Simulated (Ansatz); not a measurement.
The input, for Ansatz 0.2.0:

```yaml
crystal:
  periodic: [false, false, false]
  atoms:
    - {symbol: Al, position_ang: [0.000000, 0.006338, -0.117728]}
    - {symbol: H, position_ang: [0.000000, -0.378455, 1.923322]}
    - {symbol: H, position_ang: [0.000000, 0.391131, 1.923322]}
    - {symbol: H, position_ang: [-0.000002, 1.543273, -0.333879]}
    - {symbol: H, position_ang: [0.000002, -1.725617, -0.361307]}
basis:
  gaussian: {orbitals: cc-pVDZ}
total_charge: 1
magnetization: {spin_polarized: false}
correlation: {method: bccd_t, electrons: outside_noble_gas}
```

```sh
$ ansatz run in.yaml --threads 1 --pin off --events-out ev --progress --plain --max-ram 2393MiB
```

Q: Roughly how long does this take on 1 thread of Arm Neoverse V2, shared host, and how much host memory?

A: 0.27 s wall and 0.15 GiB.

```
350 factors; integrals over basis functions are off by at most 1.6e-3 eV
mean field evaluation 1: about -6636.6003 eV, gradient 8.3e0 eV
mean field evaluation 2: about -6636.6006 eV, gradient 8.3e0 eV
mean field evaluation 4: about -6637.0508 eV, gradient 1.9e-1 eV
mean field evaluation 8: about -6637.0512 eV, gradient 2.3e-4 eV
mean field -6637.05115384 eV, -243.9071311488 hartree, gradient 1.6e-6 eV, S^2 0.000000; 0 other end points of the search recorded, 0 dependent functions left out
5 core orbitals not correlated: weight in the atoms' cores, before any rotation towards them, 1.000 or more for the frozen orbitals, at most 0.000 for the correlated occupied ones
reference -6637.05115384 eV, -243.9071311488 hartree; 3, 3 occupied and 30, 30 virtual orbitals, 350 factors
second order -2.18648920 eV of doubles, -0.00000000 eV of singles
cycle   1  -2.68695544 eV  change   -5.0e-1 eV  update   5.4e-2
cycle   2  -2.89639091 eV  change   -2.1e-1 eV  update   2.1e-2
cycle   3  -2.89971315 eV  change   -3.3e-3 eV  update   5.0e-3
cycle   4  -2.89982940 eV  change   -1.2e-4 eV  update   1.6e-3
cycle   5  -2.89968405 eV  change    1.5e-4 eV  update   6.2e-4
cycle   6  -2.89959499 eV  change    8.9e-5 eV  update   1.6e-4
cycle   7  -2.89965920 eV  change   -6.4e-5 eV  update   3.6e-5
cycle   8  -2.89966766 eV  change   -8.5e-6 eV  update   1.1e-5
cycle   9  -2.89966235 eV  change    5.3e-6 eV  update   3.1e-6
perturbative correction -0.02839054 eV, -0.0010433330 hartree
Total energy: -6639.97920672 eV, -244.0147351075 hartree
```

For the same geometry and basis full CI lies 10.6 meV lower.
